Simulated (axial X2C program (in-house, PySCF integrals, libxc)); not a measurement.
SiCN: properties at the nuclei

Computed with an in-house all-electron X2C program for linear molecules (integrals from PySCF): two-component X2C with atomic mean-field Coulomb and Gaunt terms, Gaussian nuclei, basis Si dyall-v3z, C dyall-v3z, N dyall-av3z with contracted cores.

Si–C–N held linear, with bonds 1.850 and 1.163 Å (near the PBE0 minimum at charge 0 of the determinant lowest at the starting distance; the state shown can have its own minimum elsewhere, held linear; other orders of the atoms were not compared).

Input and command:
```json
{"zs": [14, 6, 7], "q": 0, "bas": ["dyall-v3z", "dyall-v3z", "dyall-av3z"], "r0": [1.86, 1.16], "symm": 0, "scan": ["PBE0", "HF", "BHandHLYP"], "levels": ["PBE0", "HF", "r2SCAN"], "nst": 2}
```
```bash
python solin.py task.json out
```

Keys: zs atomic numbers; q charge; bas basis sets; r0 starting distance in Å; symm equal bonds; scan levels of the two-bond scan; levels methods; nst determinants followed.

Determinant lowest in the PBE0 search, Ω = 1/2 (⟨Sz⟩ = -0.50, ⟨Lz⟩ = 1.00 at PBE0), spin on the atoms Si -0.47, C 0.06, N -0.08:

```
 level  Eeff magnitude (GV/cm)  Ws magnitude Si (kHz)  A∥/gI Si (MHz)  qzz Si (a.u.)  A∥/gI C (MHz)  qzz C (a.u.)  A∥/gI N (MHz)  qzz N (a.u.)  μ (D)
  PBE0                  0.0167                  0.013             528          -1.10            9.7         -0.50            102         -1.18  -3.07
    HF                  0.0317                 0.0258             463          -1.10             36         -0.57           63.4         -1.31  -3.13
r2SCAN                   0.027                 0.0205             466          -1.10           10.8         -0.51           97.7         -1.17  -2.95
```

Determinant 0.02 eV from it at PBE0 and this distance, Ω = 3/2 (⟨Sz⟩ = 0.50, ⟨Lz⟩ = 1.00 at PBE0), spin on the atoms Si 0.47, C -0.06, N 0.09:

```
 level  Eeff magnitude (GV/cm)  Ws magnitude Si (kHz)  A∥/gI Si (MHz)  qzz Si (a.u.)  A∥/gI C (MHz)  qzz C (a.u.)  A∥/gI N (MHz)  qzz N (a.u.)  μ (D)
  PBE0                  0.0183                 0.0048             107          -1.11           -3.6         -0.50           25.5         -1.18  -3.06
    HF                  0.0463                 0.0124             141          -1.11          -16.7         -0.57           25.8         -1.31  -3.13
r2SCAN                  0.0282                0.00719             113          -1.11          0.889         -0.51           28.2         -1.17  -2.95
```

Eeff is the effective electric field on the electron electric dipole moment in this Ω state and Ws the scalar–pseudoscalar constant of the nucleus named (defined with the proton number Z and per Ω); A∥ (defined per Ω) follows by multiplying with gI = μI/(I μN); qzz is the electric field gradient, eQq0 = 234.96 MHz × Q/barn × qzz; μ is positive if the N end (last atom) is positive. The operators were transformed with the bare-nucleus X2C matrices; with these basis sets, hyperfine constants and field gradients can be off by tens of per cent, and where levels differ in sign neither size nor sign is settled.

Task: With gI(29Si) = -1.1106, gI(14N) = 0.4038, Q(14N) = 0.02044 barn (g factors from the IAEA table of nuclear moments by Stone; Q from Pyykkö, Mol. Phys. 2018), turn the PBE0 values of the first state into constants in MHz.

Result: A∥(29Si) = 528 × -1.1106 = -586 MHz; A∥(14N) = 102 × 0.4038 = 41.2 MHz; eQq0(14N) = 234.96 × (0.02044) × (-1.18) = -5.67 MHz.

The molecule was held linear; bending was not examined, so a bent shape may lie lower.

Each state is one determinant with collinear spin. Unrestricted Hartree–Fock can overshoot spin polarisation at the nuclei. Where Eeff spreads by more than a factor of two the levels disagree and none is to be relied on. The search compared states at one distance, so a state with another bond length can lie lower. Where a field gradient or hyperfine factor spreads by more than a factor of two over the levels, a constant derived from it is not to be relied on. PBE0 term energies can be off by some tenths of an eV.
